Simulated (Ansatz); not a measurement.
# Two structures, one formula

Two relaxed structures of SiH₃O (charge +1), closed shell (PBE0-D4/def2-TZVP; forces vanish, vibrations not checked).

A:

```xyz
5
angstrom
O 0.3125 -0.9291 0.4855
Si -0.2788 0.3003 -0.2833
H 1.0909 -0.9856 1.0546
H -1.4869 -0.0075 -1.0540
H 0.3624 1.6218 -0.2027
```

B:

```
5
angstrom
O -0.2510 0.2339 -0.2446
Si 0.2277 -1.3807 0.5534
H 1.3905 -0.6315 1.1670
H -1.0267 0.3245 -0.8216
H 0.2156 1.0813 -0.1535
```

Computed with Ansatz 0.2.0 (basis: def2-TZVPP); correlated methods freeze the cores. B3LYP uses VWN-RPA correlation.

**Question.** Which structure is lower at CCSD(T), and by how much? (An estimate is asked for; the value comes from the calculation.)

**Answer.** The calculation gives: A, by 21.42 kcal/mol (electronic energy, against the other). By their contacts, A is SiH₃O ([OH][SiH2]), total charge +1 and B is SiH₃O ([OH2][SiH]), total charge +1.

All methods give the same order:

| method | E(B) − E(A) (kcal/mol) |
| --- | --- |
| PBE-D4 | 21.22 |
| r2SCAN-D4 | 26.39 |
| PBE0-D4 | 22.20 |
| B3LYP-D4 | 21.98 |
| wB97M-V | 19.68 |
| HF | 25.01 |
| MP2 | 25.31 |
| CCSD | 21.16 |
| CCSD(T) | 21.42 |

T1 diagnostic: at most 0.015. The restricted Hartree–Fock reference is unstable towards an unrestricted one at one or more of these structures.

Labels in which every atom is bracketed show which atoms are joined, not bond orders.

For scale, one of the runs: CCSD(T)/def2-TZVPP, 115 basis functions, launched by `ansatz run in.yaml --threads 2 --pin off --events-out ev --progress --plain --max-ram 4352MiB`. Hardware: 2 CPU threads of an Arm Neoverse V2, shared host. Wall time about 2.4 s.
